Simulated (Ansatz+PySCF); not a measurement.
A calculation with PySCF 2.14.0.

```python
from pyscf import gto, scf, mp

mol = gto.M(atom="""
H -2.458820 -0.013560 0.239370
N -1.557950 -0.344400 -0.070160
C -0.501750 0.539450 0.013660
C 0.817270 0.111900 0.001070
N 1.946740 -0.254800 0.003900
H -1.373110 -1.312990 0.144930
H -0.728370 1.595280 -0.008680
""", basis='cc-pvtz', charge=0, spin=1)
mf = scf.UHF(mol)
mf.kernel()
pt = mp.MP2(mf, frozen=4).run()
print(mf.e_tot, pt.e_corr, pt.e_tot)
```

The script is written out from the run's settings.

Output:

* Converged: yes
* Reference energy: -186.40348 hartree
* Correlation energy: -0.67247 hartree
* Total energy: -187.07595 hartree
* Spin squared of the determinant: 0.959

Caution: the unrestricted determinant is spin contaminated.
